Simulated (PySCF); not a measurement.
dimethyl sulfide (C2H6S), SMILES CSC. Atoms are numbered in the order given.

```xyz
9

C      1.3688     0.0000    -0.5070
S      0.0000     0.0000     0.6544
C     -1.3688     0.0000    -0.5070
H      1.3533    -0.8926    -1.1358
H      2.2887     0.0000     0.0784
H      1.3533     0.8926    -1.1358
H     -1.3533    -0.8926    -1.1358
H     -2.2887     0.0000     0.0784
H     -1.3533     0.8926    -1.1358
```
Charge 0, spin multiplicity 1.

Geometry: PBE0-D3(BJ)/def2-TZVP.

Two levels are set side by side: PBE/pcJ-1 (PySCF) and PBE0/pcJ-1 (PySCF). One-bond couplings, all four terms, same geometry. Isotopes: 13C, 1H, 33S. Differences are taken from unrounded values.

```csv
quantity,PBE0,PBE,PBE minus PBE0
"¹J(C1,H4) (Hz)",137.5,133.3,-4.2
"¹J(C1,H5) (Hz)",132.5,128.4,-4.1
"¹J(C1,H6) (Hz)",137.5,133.3,-4.2
"¹J(C3,H7) (Hz)",137.5,133.3,-4.2
"¹J(C3,H8) (Hz)",132.5,128.4,-4.1
"¹J(C3,H9) (Hz)",137.5,133.3,-4.2
```

Rough cost on one machine, each run with all the roots and properties that it gave: PBE0 against PBE within a factor of 2.
